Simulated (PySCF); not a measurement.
## Working with the constants of LiN

LDA constants of LiN, ³Σ⁻ (triplet), unpaired electrons π ↑↑ (PySCF, spin-free X2C with a Gaussian nucleus, basis sets Li jorge-DZP-DKH, N jorge-DZP-DKH; masses 7.0160 and 14.0031 u):

* ωe: 602.2 cm⁻¹
* ωexe: 6.67 cm⁻¹
* Be: 0.97447 cm⁻¹
* αe: 0.0171 cm⁻¹
* De to Li + N: 1.93 eV

What force constant and bond length do these constants imply?

Reduced mass μred = 4.6741 u; k = 5.8918×10⁻⁷·μred·ωe² (u, cm⁻¹, mdyn/Å) = 0.999 mdyn/Å; Re = √(16.8576/(μred·Be)) (u, cm⁻¹, Å) = 1.924 Å.

Estimate the centrifugal constant D from the Kratzer relation and find the Dunham coefficient a1.

D = 4Be³/ωe² = 1.02e-05 cm⁻¹; a1 = −1 − αeωe/(6Be²) = -2.81.

The state was picked by a PBE0 search and need not be the measured ground state.
